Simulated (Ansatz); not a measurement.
A run of Ansatz (development build ahead of 0.2.0) on singlet NF3 at this shape:

```yaml
atoms:
  - { symbol: N, position_ang: [-0.0047, 0.0139, 0.5150] }
  - { symbol: F, position_ang: [1.2402, -0.0272, -0.1564] }
  - { symbol: F, position_ang: [-0.5929, 1.0120, -0.0995] }
  - { symbol: F, position_ang: [-0.5885, -1.0924, -0.0959] }
```

Its results:

```
Converged                       : yes
Total energy                    : -352.69214 hartree
Spin squared of the determinant : 0.000
```

Problem. Which input gives this output? Name the method, the orbitals and the basis set, and write the input.

Solution. RHF in def2-TZVP. An unrestricted run that stays on the closed shell gives the same numbers.

```yaml
crystal:
  periodic: [false, false, false]
  atoms:
    - { symbol: "N", position_ang: [-0.00473, 0.01386, 0.51502] }
    - { symbol: F, position_ang: [1.24016, -0.02716, -0.15638] }
    - { symbol: F, position_ang: [-0.59287, 1.01203, -0.09953] }
    - { symbol: F, position_ang: [-0.58852, -1.09244, -0.09591] }
basis:
  gaussian: { orbitals: def2-TZVP }
hamiltonian:
  xc: hf
```
